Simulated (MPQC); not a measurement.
**AlHOF (SMILES [OH][Al][F]) at 4 levels**

Aim: a comparison of 4 runs (UHF/STO-3G, UHF/def2-SVP, UB3LYP/6-31G*, UPBE0/def2-SVP) of AlHOF. 

The calculation is run with MPQC 2.3.1.

1 further run of the same task is left out (it didn't finish).

## Step 1: Starting point

AlHOF has 4 atoms, charge 0, and is taken as a doublet. As SMILES, `[OH][Al][F]`. Geometry: a GFN2-xTB relaxation, a rough one for these elements and not checked as a minimum.

Bond lengths: O1–Al2 1.654 Å, Al2–F3 1.689 Å, O1–H4 0.949 Å. Angles: O1–Al2–F3 169.8°, Al2–O1–H4 179.6°.

## Step 2: Energy and forces at UHF/STO-3G (run 1)

Input file job.in:

```
% AlFHO
molecule<Molecule>: (
  symmetry = c1
  unit = angstrom
  { atoms geometry } = {
    O  [ -0.506270 0.699430 -0.520320 ]
    Al [ 0.224220 -0.460130 0.405330 ]
    F  [ 1.206280 -1.600630 1.172170 ]
    H  [ -0.924230 1.361330 -1.057170 ]
  }
)
basis<GaussianBasisSet>: (
  name = "STO-3G"
  molecule = $:molecule
  basisdir = "."
  puream = yes
)
mpqc: (
  checkpoint = no
  savestate = no
  restart = no
  do_energy = yes
  do_gradient = yes
  optimize = no
  mole<UHF>: (
    molecule = $:molecule
    basis = $:basis
    total_charge = 0
    multiplicity = 2
    memory = 1000000000
    print_evals = yes
    print_npa = yes
    maxiter = 120
    value_accuracy = 1e-08
    guess_wavefunction<UHF>: (
      molecule = $:molecule
      total_charge = 0
      multiplicity = 2
      memory = 1000000000
      value_accuracy = 1e-3
      basis<GaussianBasisSet>: (
        name = "MINI (Huzinaga)"
        molecule = $:molecule
      )
    )
  )
)
```

The basis set STO-3G is read from a file made from the Basis Set Exchange's data (not shown).

Launch:

```sh
$ mpqc job.in > job.out
```

What it wrote:

```text
MPQC: Massively Parallel Quantum Chemistry
[...]
  <S^2>      = 0.769734
  total scf energy = -411.3821952020
[...]
Value of the MolecularEnergy: -411.3821952020
  Gradient of the MolecularEnergy:
      1   -0.0364104621
      2    0.0399520353
      3   -0.0263507452
      4    0.0471342622
      5   -0.0137729890
      6   -0.0102156397
      7   -0.0196697656
      8   -0.0020524618
      9    0.0132747629
     10    0.0089459654
     11   -0.0241265845
     12    0.0232916220
[...]
      symmetry = c1
[...]
      nbasis = 20
[...]
    nalpha = 16
    nbeta = 15
[...]
```

It took 0.2 s on 1 thread of Arm Neoverse V2, shared host.

## Step 3: Energy and gradient at UHF/def2-SVP (run 2)

Input file input.in:

```
% emacs should use -*- KeyVal -*- mode
molecule<Molecule>: (
    symmetry = c1
    unit = angstrom
    { atoms geometry } = {
        O  [ -0.506270 0.699430 -0.520320 ]
        Al [ 0.224220 -0.460130 0.405330 ]
        F  [ 1.206280 -1.600630 1.172170 ]
        H  [ -0.924230 1.361330 -1.057170 ]
    }
)
basis<GaussianBasisSet>: (
    name = "def2-SVP"
    molecule = $:molecule
    basisdir = "."
    puream = yes
)
mpqc: (
    checkpoint = no
    savestate = no
    restart = no
    do_energy = yes
    do_gradient = yes
    optimize = no
    mole<UHF>: (
        molecule = $:molecule
        basis = $:basis
        total_charge = 0
        multiplicity = 2
        memory = 1000000000
        print_evals = yes
        print_npa = yes
        maxiter = 120
        value_accuracy = 1e-08
        guess_wavefunction<UHF>: (
            molecule = $:molecule
            total_charge = 0
            multiplicity = 2
            memory = 1000000000
            value_accuracy = 1e-3
            basis<GaussianBasisSet>: (
                name = "MINI (Huzinaga)"
                molecule = $:molecule
            )
        )
    )
)
```

The basis set def2-SVP is read from a file made from the Basis Set Exchange's data (not shown).

Launch:

```sh
$ mpqc input.in > input.out
```

What it wrote:

```text
MPQC: Massively Parallel Quantum Chemistry
[...]
  <S^2>      = 0.755202
  total scf energy = -416.6408110767
[...]
Value of the MolecularEnergy: -416.6408110767
  Gradient of the MolecularEnergy:
      1   -0.0024616465
      2   -0.0114481761
      3    0.0146411101
      4    0.0120191129
      5    0.0141635113
      6   -0.0228429310
      7   -0.0009202473
      8   -0.0136204173
      9    0.0161085537
     10   -0.0086372191
     11    0.0109050821
     12   -0.0079067328
[...]
      symmetry = c1
[...]
      nbasis = 51
[...]
    nalpha = 16
    nbeta = 15
[...]
```

Wall time 2.4 s (1 thread of Arm Neoverse V2, shared host); peak memory 0.14 GiB.

Run 3 isn't shown in full; the table further down has it.

## Step 4: Energy and gradient at UPBE0/def2-SVP (run 4)

Input file input.in:

```
molecule<Molecule>: (
  symmetry = c1
  unit = angstrom
  { atoms geometry } = {
    O  [ -0.506270 0.699430 -0.520320 ]
    Al [ 0.224220 -0.460130 0.405330 ]
    F  [ 1.206280 -1.600630 1.172170 ]
    H  [ -0.924230 1.361330 -1.057170 ]
  }
)
basis<GaussianBasisSet>: (
  name = "def2-SVP"
  molecule = $:molecule
  basisdir = "."
  puream = yes
)
mpqc: (
  checkpoint = no
  savestate = no
  restart = no
  do_energy = yes
  do_gradient = yes
  optimize = no
  mole<UKS>: (
    molecule = $:molecule
    basis = $:basis
    total_charge = 0
    multiplicity = 2
    memory = 1000000000
    print_evals = yes
    print_npa = yes
    maxiter = 120
    value_accuracy = 1e-08
    functional<SumDenFunctional>: (
      a0 = 0.25
      coefs = [ 0.75 1 ]
      funcs: [ <PBEXFunctional>: () <PBECFunctional>: () ]
    )
    integrator<RadialAngularIntegrator>: ( grid = xfine )
    guess_wavefunction<UHF>: (
      molecule = $:molecule
      total_charge = 0
      multiplicity = 2
      memory = 1000000000
      value_accuracy = 1e-3
      basis<GaussianBasisSet>: (
        name = "STO-3G"
        molecule = $:molecule
      )
    )
  )
)
```

The basis set def2-SVP is read from a file made from the Basis Set Exchange's data (not shown).

Launch:

```sh
$ mpqc input.in > input.out
```

What it wrote:

```text
MPQC: Massively Parallel Quantum Chemistry
[...]
  Integrated electron density error = -0.001433543637
  iter     1 energy = -416.9707330545 delta = 1.84455e-01
  Integrated electron density error = -0.002052896183
  iter     2 energy = -417.3260146985 delta = 3.86281e-02
[...]
  Integrated electron density error = -0.000001938820
  iter    56 energy = -417.6460401651 delta = 1.68519e-08
  Integrated electron density error = -0.000001938819
  iter    57 energy = -417.6460401651 delta = 1.38386e-08
  Integrated electron density error = -0.000001938820
  iter    58 energy = -417.6460401651 delta = 1.14236e-08
[...]
  <S^2>      = 0.753984
  total scf energy = -417.6460401651
[...]
  Integrated electron density error = -0.000001941813
  Total Gradient:
[...]
Value of the MolecularEnergy: -417.6460401651
  Gradient of the MolecularEnergy:
      1   -0.0023242994
      2   -0.0023483302
      3    0.0039825665
      4    0.0021181044
      5    0.0117987107
      6   -0.0147213072
      7   -0.0003983171
      8   -0.0064104233
      9    0.0075723920
     10    0.0006045121
     11   -0.0030399572
     12    0.0031663486
[...]
        symmetry = c1
[...]
        nbasis = 51
[...]
      nalpha = 16
      nbeta = 15
[...]
```

Wall time 38 s (1 thread of Arm Neoverse V2, shared host); peak memory 0.23 GiB.

## Step 5: Overview of the runs

```csv
run,level,integration grid,starting guess,energy (Eh),⟨S²⟩,largest force (eV/Å),wall time
1,UHF/STO-3G,–,MINI (Huzinaga),-411.382195,0.770,3.092,0.2 s
2,UHF/def2-SVP,–,MINI (Huzinaga),-416.640811,0.755,1.514,2.4 s
3,UB3LYP/6-31G* (spherical functions),xfine,MINI (Huzinaga),-418.140253,0.752,1.328,29 s
4,UPBE0/def2-SVP,xfine,STO-3G,-417.646040,0.754,0.976,38 s
```

## Step 6: Results

```
                       quantity          value
            run 4: total energy  -417.64604 Eh
                    run 4: ⟨S²⟩          0.754
run 4: largest force on an atom     0.976 eV/Å
```

What this shows: Totals of different functionals can't be ranked against each other. In run 1 the basis is minimal, so the values are rough. All runs together took 70 s, the longest 38 s.
